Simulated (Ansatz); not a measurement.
# AlSiH3 (triplet): wave-function methods side by side at distance Al1–H4 along a hydrogen transfer = 1.927 Å, cc-pVDZ

An exercise on one series of results from a longer session: the logs are not shown, and one member is left open.

Computed with Ansatz 0.2.0, Gaussian basis. Level: cc-pVDZ, core rule «outside noble gas», up to 10 orbitals frozen.

The runs, in order: UHF; CCSD(T) on ROHF; CCSD(T) on UHF; BCCD(T) on ROHF; CISD; CCSDT(Q) on ROHF; CCSDT(Q) on UHF; CASSCF and MRCISD+Q, 4 electrons in 4 orbitals; CASSCF and NEVPT2, 4 electrons in 4 orbitals.

15 further runs of the same task are left out: 9 for a known fault of the program, 1 for a mislabelled method, 5 that didn't finish.

**The system**

The geometry derives from fragments relaxed apart (PBE0/def2-TZVP) and kept rigid, so it is no stationary point. A hydrogen atom is moved between rigid fragments.

5 atoms, charge 0, spin multiplicity 3.

Atoms are counted from 1 here; the program's logs count them from 0.

Bond lengths: Al1–H2 1.586 Å, Al1–H3 1.586 Å, Al1–H4 1.927 Å, H4–Si5 1.577 Å. Angles: H2–Al1–H3 120.0°, H2–Al1–H4 120.0°, H3–Al1–H4 120.0°, Al1–H4–Si5 180.0°.

The first run:

Input file in.yaml:

```yaml
crystal:
  periodic: [false, false, false]
  atoms:
    - {symbol: Al, position_ang: [-1.700017, 0.000000, 0.000000]}
    - {symbol: H, position_ang: [-2.492941, 1.373384, 0.000000]}
    - {symbol: H, position_ang: [-2.492941, -1.373384, 0.000000]}
    - {symbol: H, position_ang: [0.226983, 0.000000, 0.000000]}
    - {symbol: Si, position_ang: [1.803983, 0.000000, 0.000000]}
basis:
  gaussian: {orbitals: cc-pVDZ}
magnetization: {spin_polarized: true, initial_magnetization: 2}
hamiltonian: {xc: hf}
output: {orbitals: {seedname: orbitals}}
```

The run is started by

```console
$ ansatz run in.yaml --threads 1 --pin off --events-out ev --progress --plain --max-ram 2393MiB
```

Steps of the session up to this table: UHF; CCSD(T) on ROHF; CCSD(T) on UHF; BCCD(T) on ROHF; CISD; CCSDT(Q) on ROHF; CCSDT(Q) on UHF; CASSCF and MRCISD+Q, 4 electrons in 4 orbitals; CASSCF and NEVPT2, 4 electrons in 4 orbitals.

One table of the session follows, with a row left open; its other results are not shown here.

It belongs to the step «Misses and costs». 

```
       method  from UCCSDT(Q) (kJ/mol)
         ROHF                   +492.3
          UHF                   +478.2
         RMP2                   +123.8
         UMP2                   +126.0
         CISD                    +53.8
        RCCSD                    +16.8
        UCCSD                    +16.5
     RCCSD(T)                     +4.6
     UCCSD(T)                     +4.6
      BCCD(T)                     +4.6
       RCCSDT                     +0.8
       UCCSDT                     +0.8
    RCCSDT(Q)                     +0.1
    UCCSDT(Q)                        0
  CASSCF pair                   +454.0
  MRCISD pair                        ?
MRCISD+Q pair                     +1.9
```

Q: Estimate the row for MRCISD pair from the others.

As computed: from UCCSDT(Q) (kJ/mol): +48.4. In the column «from UCCSDT(Q) (kJ/mol)» it lies between RCCSD (+16.8) and CISD (+53.8).

Not comparable, so not listed: CASSCF and NEVPT2, 4 electrons in 4 orbitals (they don't share determinant, frozen orbitals or solution with the rows shown, or repeat one).

Caveats from the session: Restricted and unrestricted rows rest on different reference determinants; where their highest levels disagree by more than a few hundredths of an eV, they describe different states and don't form one ladder. Warnings in the runs' records: passed over end.
